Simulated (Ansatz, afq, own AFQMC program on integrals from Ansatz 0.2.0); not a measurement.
## Where AFQMC and coupled cluster stand for NH3, triplet

```yaml
atoms:
  - { symbol: H, position_ang: [-2.0834, 0.0594, 0.0000] }
  - { symbol: H, position_ang: [-1.3384, 0.0594, 0.0000] }
  - { symbol: N, position_ang: [0.2116, 0.0594, 0.0000] }
  - { symbol: H, position_ang: [0.4807, -0.9448, 0.0000] }
```

Basis cc-pVTZ. Noble-gas cores (and the filled d shells of Ga–Kr and In–Xe) are frozen. Integrals, coupled cluster, full CI and functionals: Ansatz 0.2.0; the random walks run on the same integrals in our own AFQMC program. The CISD trial takes its coefficients from CCSD amplitudes. Released means that phaseless walkers are propagated on without the constraint, phases kept. ± is one standard error of the sampling.

Determinant: UHF, the one that the program's search chose, which needn't be the lowest solution. The geometry is a point of a scan.

No full CI on the walks' own integrals is used here; CCSDT(Q) serves as the reference and is uncertain by about the last step of the cluster series.

Cautions: lower spins were not checked; the released energies move by 1.5 errors or more from one time to the next, so no released level is given (meV from the phaseless value at times in 1/Eh: -0.7 ± 1.6 at 0.24, 0.3 ± 1.4 at 0.51, -2.0 ± 1.6 at 0.99, -0.8 ± 1.6 at 1.62, -7 ± 3 at 2.40), though the last usable value meets CCSDT(Q) within the noise; the ph-AFQMC/CISD walk drifts between its halves (2.1 errors).

The T1 diagnostic is 0.0142, the weight of the determinant in the CISD state is 0.930 and the ⟨S²⟩ of the determinant is 2.022. The size of the correlated space is 8 electrons in 71 orbitals.

Reference: CCSDT(Q), correlation energy -5.688 eV.

```json
{"level": "HF", "E − E(reference) (mEh)": "209.02", "share of correlation (%)": "0.00"}
{"level": "MP2", "E − E(reference) (mEh)": "31.88", "share of correlation (%)": "84.75"}
{"level": "CCSD", "E − E(reference) (mEh)": "5.62", "share of correlation (%)": "97.31"}
{"level": "CCSD(T)", "E − E(reference) (mEh)": "0.74", "share of correlation (%)": "99.65"}
{"level": "CCSDT", "E − E(reference) (mEh)": "0.14", "share of correlation (%)": "99.93"}
{"level": "ph-AFQMC/CISD", "E − E(reference) (mEh)": "0.12 ± 0.07", "share of correlation (%)": "99.94"}
```

A walk keeps the symmetry of its determinant, which the program's search chose and which needn't be the lowest solution, so a lower state of the same spin and another symmetry isn't excluded.
